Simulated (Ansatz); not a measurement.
# A barrier at the coupled-cluster level

Start structure (CH$_{5}$AlO, closed shell), relaxed at PBE0-D4/def2-TZVP:

Al1  (-1.200, 0.210, -0.571)
H2  (-1.436, -0.760, 0.691)
H3  (-1.220, -0.451, -2.022)
H4  (-1.606, 1.743, -0.407)
O5  (0.784, 0.358, -0.299)
C6  (1.377, -0.199, 0.598)
H7  (2.464, -0.074, 0.688)
H8  (0.837, -0.827, 1.321)
(Å)

The step: CH₂O ([CH2][O]) + AlH₃ → CH₅AlO ([CH3][O][AlH2]); bonds formed: H2–C6; dative contacts that become bonds: Al1–O5; bonds broken: Al1–H2. Computed with Ansatz 0.2.0 (basis: def2-TZVPP and def2-QZVPP); correlated methods freeze the cores. Extrapolation: Hartree–Fock as exp(−7.88 √X), correlation as X^−2.97. Energies below are by CCSD(T) at an estimated basis limit (MP2 extrapolated from triple and quadruple zeta, plus CCSD(T) − MP2 in triple zeta).

Q: What are the electronic barrier and the energy of the step, from the start structure to the end structure? (An estimate is asked for; the value comes from the calculation.)

A: By the calculation: Barrier 0.466 eV; step energy -1.665 eV (downhill); reverse barrier, their difference, 2.130 eV. Barrier and step energy count from the start structure, the reverse barrier from the end structure.

The saddle point: One imaginary mode of 356i cm⁻¹.
```
  pair  start (Å)  saddle (Å)  end (Å)
Al1–O5       2.01        2.02     1.69
 H2–C6       2.87        2.30     1.10
Al1–H2       1.61        1.64     3.53
```

Zero-point energy (harmonic, PBE0-D4): ZPE is 1.360 eV at the start and 1.336 eV at the saddle, so the barrier goes from 0.466 to 0.442 eV.

First-order rate constant out of the start structure at 498 K by transition-state theory, with harmonic vibrational free energies alone and no tunnelling: ΔA‡ = 0.481 eV, so k = (kB T/h) exp(−ΔA‡/kB T) ≈ 10^8 s⁻¹ (an order of magnitude at best: rotation, the number of equivalent paths and anharmonicity are left out).

No T1 diagnostic of these runs exceeds 0.019.

Labels in which every atom is bracketed show which atoms are joined, not bond orders.

For scale, one of the runs: CCSD(T)/def2-TZVPP, 174 basis functions, launched by `ansatz run in.yaml --threads 2 --pin off --events-out ev --progress --plain --max-ram 4352MiB`. Time: 27 s of wall clock on 2 CPU threads of an Arm Neoverse V1; the host was shared. Peak host memory: 1.5 GiB.
